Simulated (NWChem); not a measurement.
All runs are NWChem calculations. System: Na, charge 1, spin multiplicity 3. Its SCF solution wasn't tested for a lower state. Level: UMP2/def2-TZVP, 1 core orbitals frozen.

Input file:

```
start mol
memory heap 200 mb stack 900 mb global 1100 mb
charge 1
geometry units angstroms nocenter noautoz
  Na     0.000000     0.000000     0.000000
  symmetry group D2h
end
basis spherical
  * library def2-tzvp
end
scf
  uhf
  nopen 2
  maxiter 100
  thresh 1e-7
  semidirect memsize 60000000 filesize 0
  # guess.movecs holds the orbitals of an unrestricted PBE0 run
  vectors input guess.movecs output mol.movecs
end
mp2
  freeze core 1
end
task mp2 energy
```

NWChem printed:

```
             Northwest Computational Chemistry Package (NWChem) 7.3.0
             --------------------------------------------------------

                                NWChem Input Module
                                -------------------

 Scaling coordinates for geometry "geometry" by  1.889725989
 (inverse scale =  0.529177249)

                             Geometry "geometry" -> ""
                             -------------------------

 Output coordinates in angstroms (scale by  1.889725989 to convert to a.u.)

  No.       Tag          Charge          X              Y              Z
 ---- ---------------- ---------- -------------- -------------- --------------
    1 Na                  11.0000     0.00000000     0.00000000     0.00000000

 Effective nuclear repulsion energy (a.u.)       0.0000000000

            Nuclear Dipole moment (a.u.)
            ----------------------------
        X                 Y               Z
 ---------------- ---------------- ----------------
     0.0000000000     0.0000000000     0.0000000000

      Symmetry information
      --------------------

 Group name             D2h
 Group number             26
 Group order               8
 No. of unique centers     1

      Symmetry unique atoms

     1


 Summary of "ao basis" -> "" (spherical)
 ------------------------------------------------------------------------------
       Tag                 Description            Shells   Functions and Types
 ---------------- ------------------------------  ------  ---------------------
 *                         def2-tzvp                  on all atoms

 Summary of "ao basis" -> "ao basis" (spherical)
 ------------------------------------------------------------------------------
       Tag                 Description            Shells   Functions and Types
 ---------------- ------------------------------  ------  ---------------------
 Na                        def2-tzvp                12       32   5s4p3d

                                 NWChem SCF Module
                                 -----------------

  ao basis        = "ao basis"
[...]
  AO/Fock/Back tols     =   1.0D-09  1.0D-09  1.0D-09

 GA uses MA = F    GA memory limited = T

 Available:
  local mem=  1.26D+08
 global mem=  1.44D+08
 local disk=  0.00D+00
  mp2_memr nvloc                    26
  nvloc new                    26
   1 passes of   5:        3145728                       5403                    235178.
   1 passes of   5: M    126154780           G      144177152           F     123009052.

 Semi-direct pass number   1 of   1  for UHF alpha       at        0.3s
  vrange nnbf                   528
  mp2_eaftype                    10  avail_ma_in_mb                  1099
 EAF : mp2_eaftype filesize          10     117589.
  mp2_eaf for mointskh                     10
Node 0 wrote      0.5 Mb in      0.0 s     Agg I/O rate:   527.2 Mb/s
 Done moints_semi at        0.4s
  mp2_eaftype                    10  avail_ma_in_mb                  1089
 EAF : mp2_eaftype filesize          10     117589.
  mp2_eaf for kh                    10
 Done maket at        0.4s
 Done multipass loop at        0.4s

 GA uses MA = F    GA memory limited = T

 Available:
  local mem=  1.26D+08
 global mem=  1.44D+08
 local disk=  0.00D+00
  mp2_memr nvloc                    28
  nvloc new                    28
   1 passes of   3:        3145728                       4230                    152599.
   1 passes of   3: M    126154780           G      144177152           F     123009052.

 Semi-direct pass number   1 of   1  for UHF beta        at        0.5s
  vrange nnbf                   528
  mp2_eaftype                    10  avail_ma_in_mb                  1099
 EAF : mp2_eaftype filesize          10      76299.
  mp2_eaf for mointskh                     10
Node 0 wrote      0.4 Mb in      0.0 s     Agg I/O rate:   594.3 Mb/s
 Done moints_semi at        0.6s
  mp2_eaftype                    10  avail_ma_in_mb                  1089
 EAF : mp2_eaftype filesize          10      76299.
  mp2_eaf for kh                    10
 Done maket at        0.6s
 Done multipass loop at        0.6s

          -------------------------------------------
          SCF energy                -160.485838990021
          Correlation energy          -0.116593150575
          Singlet pairs                0.000000000000
          Triplet pairs                0.000000000000
          Total MP2 energy          -160.602432140596
          -------------------------------------------

          ---------------------------------------------------
                    Spin Component Scaled (SCS) MP2
          Same spin pairs                     -0.029837639160
          Same spin scaling factor             0.333333333333
          Opposite spin pairs                 -0.086755511415
          Opposite spin scaling fact.          1.200000000000
          SCS-MP2 correlation energy          -0.114052493418
          Total SCS-MP2 energy              -160.599891483439
          ---------------------------------------------------

 -----------------------
 Performance information
 -----------------------

 Timer overhead =  1.81D-07 seconds/call

               Nr. of calls         CPU time (s)                 Wall time (s)                GFlops
             ---------------    -------------------     ------------------------------   -------------------
Name         Min   Avg   Max    Min     Avg     Max     Min     Avg     Max   Mx/calls   Min     Max     Sum
mp2: moin     2     2     2   0.35    0.35    0.35     0.35    0.35    0.35    0.17      0.0     0.0     0.0
mp2: make     2     2     2   1.64E-2 1.64E-2 1.64E-2  1.64E-2 1.64E-2 1.64E-2 8.22E-3   0.0     0.0     0.0
mp2: tota     1     1     1   0.41    0.41    0.41     0.41    0.41    0.41    0.41      0.0     0.0     0.0

 The average no. of pstat calls per process was 5.00D+00
 with a timing overhead of 9.04D-07s

 Task  times  cpu:        0.6s     wall:        0.6s

 Total times  cpu:        0.7s     wall:        0.7s
```
